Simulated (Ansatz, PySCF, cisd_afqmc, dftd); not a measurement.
Species: CH2F, charge 0, doublet. CH2F (SMILES [CH2]F, doublet).
B3LYP-D3(BJ)/def2-TZVP minimum from Ansatz (a program for electronic structure):
```
C
F 1 1.3401
H 1 1.0804 2 114.92
H 1 1.0804 3 124.90 2 152.91
```
Charge 0, spin multiplicity 2.

Property: enthalpy of formation at 298 K (by atomisation, with ideal-gas terms from PySCF's Hessian at B3LYP-D3(BJ)/def2-TZVP and the atoms' measured values of the G2/97 table; no spin-orbit terms), in kcal/mol. UHF or UKS for unpaired electrons; spin-orbit terms are left out. Correlated methods leave the cores frozen. Rows without X2C or -DK are non-relativistic. The Monte Carlo rows (phaseless AFQMC, CISD trial, step 0.005/hartree) carry one-sigma bars that omit the constraint's bias. Outlying blocks are dropped, and bars are widened where a walk drifts. Over all cases where full CI ran beside it in this data, AFQMC minus full CI had a median of +0.1 mEh and passed +0.4 mEh in a tenth of the cases. CBS(X,Y): correlation extrapolated as X^-3, Hartree-Fock from the larger set (Q,5: extrapolated as (X+1)exp(-9√X)). A bracket is a step between two methods taken in the basis named. Functionals run without relativity, which enters their misses. Double hybrids freeze cores in their MP2 part. 'core' is core correlation in cc-pwCVTZ, 'X2C' scalar relativity in cc-pVTZ-DK, both at CCSD(T). For partners of very few electrons the exact lower level stands in for a higher one.

```
level                                                                                   program  enthalpy of formation at 298 K (kcal/mol)  difference against the last row
--------------------------------------------------------------------------  -------------------  -----------------------------------------  -------------------------------
PBE/def2-TZVPD                                                                           Ansatz                                      -18.5                            -10.8
CAM-B3LYP-D4/def2-TZVPD                                                          Ansatz + dftd4                                      -11.9                             -4.2
wB97M-V/def2-TZVPD                                                                       Ansatz                                       -7.9                             -0.2
B2GP-PLYP-D3(BJ)/def2-TZVPD                                                      Ansatz + dftd3                                       -4.2                              3.5
MP2/cc-pVTZ                                                                              Ansatz                                       -4.6                              3.1
CCSD/cc-pVTZ                                                                             Ansatz                                        5.3                             13.0
CCSD(T)/cc-pV5Z                                                                          Ansatz                                       -5.5                              2.2
CCSDT(Q)/cc-pVTZ                                                                         Ansatz                                        0.9                              8.6
AFQMC/CISD/cc-pVDZ                                                                   cisd_afqmc                                 19.3 ± 0.3                             27.0
CCSD(T)/CBS(cc-pVQZ,cc-pV5Z) + [AFQMC/CISD - CCSD(T)]/cc-pVDZ + core + X2C  Ansatz + cisd_afqmc                                 -8.1 ± 0.3                             -0.4
CCSD(T)/CBS(cc-pVQZ,cc-pV5Z) + [CCSDT(Q) - CCSD(T)]/cc-pVTZ + core + X2C                 Ansatz                                       -7.7                              0.0
```
